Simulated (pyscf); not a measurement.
PySCF, gas phase, ωB97X-D3(BJ)/def2-SVP geometries.

SMILES: FC(C)(Cl)F
```xyz
8

C     -0.6878     0.0578    -1.8975
C     -0.8397    -1.0800    -0.9207
F     -1.2617    -0.6304     0.2747
F      0.3385    -1.6967    -0.7189
Cl    -2.0087    -2.2939    -1.4985
H     -1.6530     0.5644    -2.0272
H     -0.3408    -0.3286    -2.8646
H      0.0514     0.7652    -1.4938
```
Charge 0, spin multiplicity 1.

Problem. List the bond dissociation enthalpies at 298 K of H₃C–C(F)(F)–Cl from ωB97M-D3(BJ)/def2-TZVP, from the weakest bond up.

Solution. C–Cl to H₃C–C•(F)–F + Cl•: 86.2 kcal/mol; C–C to CH₃• + F–C•(F)–Cl: 97.2 kcal/mol; C–H to •H₂C–C(F)(F)–Cl + H•: 104.0 kcal/mol; C–F to H₃C–C•(F)–Cl + F•: 118.2 kcal/mol. Ring and multiple bonds, and those that leave no two simple radicals, are not listed. Other isomers of •H₂C–C(F)(F)–Cl, H₃C–C•(F)–Cl, H₃C–C•(F)–F were not searched in full and may lie lower. Left out: the spin-orbit lowering of Cl, F.
